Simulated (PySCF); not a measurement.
Input file for PySCF: R-B3LYP/6-31G* on C5H12 (SMILES CC(C)(C)C) with ghost functions.

```python
from pyscf import gto, scf, dft, mp
from pyscf.data.elements import chemcore

mol = gto.M(
    atom='''
    C     0.05113152    0.09957749    2.29572320
    C    -0.04521248   -0.05250851    3.81136320
    H     0.94733352   -0.06797451    4.26372120
    H    -0.60413748    0.77537649    4.24979820
    H    -0.55237748   -0.98117451    4.07671320
    C     0.76518452    1.40648249    1.96009820
    H     0.84670452    1.53998149    0.88041620
    H     0.22171252    2.26117149    2.36559920
    H     1.77278952    1.41713349    2.37833120
    C    -1.35388048    0.11940249    1.69840320
    H    -1.31694848    0.23659249    0.61455420
    H    -1.93617948    0.94682549    2.10674920
    H    -1.88378348   -0.80838451    1.91973320
    C     0.83903152   -1.07390751    1.71838520
    H     0.34381052   -2.02089851    1.93862820
    H     0.93387452   -0.98672451    0.63525020
    H     1.84374952   -1.11131151    2.14213320
    ghost-C    0.80129452   -1.01649651   -2.62854880
    ghost-H    0.85493652   -1.11649551   -3.71429980
    ghost-H    1.49278252   -1.73861351   -2.19656580
    ghost-C    1.11826752    0.43050849   -2.21662380
    ghost-H    1.83952252    0.89570049   -2.88583280
    ghost-H    1.55695052    0.44538049   -1.21920180
    ghost-C   -0.24317848    1.17124549   -2.21330880
    ghost-H   -0.25669748    2.00641849   -2.91096280
    ghost-H   -0.44742348    1.58255149   -1.22530180
    ghost-C   -1.29733348    0.10936749   -2.57697680
    ghost-H   -1.47218048    0.11079849   -3.65429080
    ghost-H   -2.25535348    0.28359649   -2.08912780
    ghost-C   -0.64549948   -1.21451251   -2.17997880
    ghost-H   -1.12305848   -2.08207151   -2.63329280
    ghost-H   -0.68463848   -1.33972751   -1.09606580
    ''',
    basis='6-31g*',
    cart=True,
    charge=0, spin=0, verbose=3, max_memory=1800)
mf = dft.RKS(mol, xc='b3lyp')
mf.conv_tol = 1e-8
mf.max_cycle = 100
mf.kernel()
if not mf.converged:
    mf = mf.newton().run(mf.mo_coeff, mf.mo_occ)
```

Question: Predict the final total energy.

Answer: -197.7729 hartree.
